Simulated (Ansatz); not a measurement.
**Nudged elastic band run: BH3NS**

input.yaml

```yaml
crystal:
  periodic: [false, false, false]
  atoms:
    - { symbol: "N", position_ang: [-0.621644, 0.083838, -0.753976] }
    - { symbol: B, position_ang: [-0.545007, -0.448992, 0.521188] }
    - { symbol: S, position_ang: [0.783847, -0.478519, 1.713484] }
    - { symbol: H, position_ang: [-1.457873, 0.020692, -1.320163] }
    - { symbol: H, position_ang: [0.142689, 0.570534, -1.214396] }
    - { symbol: H, position_ang: [1.739988, 0.188446, 1.007663] }
magnetization:
  spin_polarized: true
  initial_magnetization: 1
basis:
  gaussian: { orbitals: def2-SVP }
hamiltonian:
  xc: pbe0
  dispersion: d4
neb:
  order_check: false
  images: 5
  f_tol: 0.03
  max_iterations: 60
  initial_path: idpp
  final_atoms:
    - { symbol: "N", position_ang: [-0.62163333, 0.08354572, -0.75417415] }
    - { symbol: B, position_ang: [-0.54474836, -0.44893986, 0.52109149] }
    - { symbol: S, position_ang: [0.7838825, -0.47843059, 1.7135866] }
    - { symbol: H, position_ang: [0.14228559, 0.57081973, -1.21477368] }
    - { symbol: H, position_ang: [-1.45816649, 0.02057118, -1.31995858] }
    - { symbol: H, position_ang: [1.74038009, 0.18843283, 1.00802833] }
```

Run as:

```bash
$ ansatz run input.yaml --threads 1 --pin off --max-ram 2048MiB --backend cpu --events-out ev --progress --plain --runs-dir out
```

Output, in part (warnings, iteration lines, the closing report on the highest movable image, with atoms numbered from 0):

```
NEB end point (image 0): max|allowed force component| = 1.164e-3 eV/Å (the criterion of neb.relax_end_points is 1.000e-2)
NEB end point (image 6): max|allowed force component| = 3.135e-3 eV/Å (the criterion of neb.relax_end_points is 1.000e-2)
NEB iter   1: max|band force component| = 1.685e0 eV/Å  barrier→ = 0.8376 eV  barrier← = 0.8376 eV  Δτ_max = 0.1535 Å  (210 SCF iters)
NEB iter   2: max|band force component| = 7.559e-1 eV/Å  barrier→ = 0.7847 eV  barrier← = 0.7847 eV  Δτ_max = 0.1859 Å  (160 SCF iters)
NEB iter   3: max|band force component| = 5.645e-1 eV/Å  barrier→ = 0.6936 eV  barrier← = 0.6936 eV  Δτ_max = 0.0527 Å  (166 SCF iters)
NEB iter   4: max|band force component| = 1.976e-1 eV/Å  barrier→ = 0.6712 eV  barrier← = 0.6712 eV  CI = image 3  Δτ_max = 0.0555 Å  (170 SCF iters)
NEB iter   5: max|band force component| = 1.378e-1 eV/Å  barrier→ = 0.6709 eV  barrier← = 0.6709 eV  CI = image 3  Δτ_max = 0.0287 Å  (161 SCF iters)
NEB iter   6: max|band force component| = 4.267e-2 eV/Å  barrier→ = 0.6672 eV  barrier← = 0.6672 eV  CI = image 3  Δτ_max = 0.0033 Å  (154 SCF iters)
NEB iter   7: max|band force component| = 2.208e-2 eV/Å  barrier→ = 0.6671 eV  barrier← = 0.6671 eV  CI = image 3  Δτ_max = 0.0000 Å  (279 SCF iters)
Total energy: -13038.42812305 eV, -479.1533957580 hartree
Atom 0 at    -0.267526     0.013679    -0.892375 Å, force     0.003696     0.003927    -0.001425 eV/Å
Atom 1 at    -0.264316    -0.657032     0.379680 Å, force    -0.013767    -0.012385    -0.018735 eV/Å
Atom 2 at     0.537954    -0.145505     1.867741 Å, force     0.019146     0.022088     0.019923 eV/Å
Atom 3 at    -1.206836     0.267156    -1.196613 Å, force    -0.003379     0.001200     0.000164 eV/Å
Atom 4 at     0.133290    -0.558692    -1.634614 Å, force     0.001632    -0.000863    -0.002249 eV/Å
Atom 5 at     1.109434     1.016394     1.429981 Å, force    -0.007328    -0.013966     0.002323 eV/Å
Dipole moment:    -0.022058     0.188421    -0.421476 e Å
```

It converged. A vibrational analysis at the climbing image gives one clearly imaginary mode, 518i cm⁻¹: a first-order saddle point.

Final band (atoms are numbered from 1 in the order of the input):

| image | path coordinate (Å) | energy (eV) | dihedral H4–N1–B2–S3 (°) |
| --- | --- | --- | --- |
| 0 | 0.00 | 0.00 | 180 |
| 1 | 0.53 | 0.09 | -166 |
| 2 | 1.06 | 0.42 | -147 |
| 3 | 1.60 | 0.67 | -120 |
| 4 | 2.13 | 0.42 | -67 |
| 5 | 2.66 | 0.09 | -20 |
| 6 | 3.19 | 0.00 | 0 |

The run took 81 s on 1 thread of Arm Neoverse V2, with other jobs on the host, peak memory 0.22 GiB.
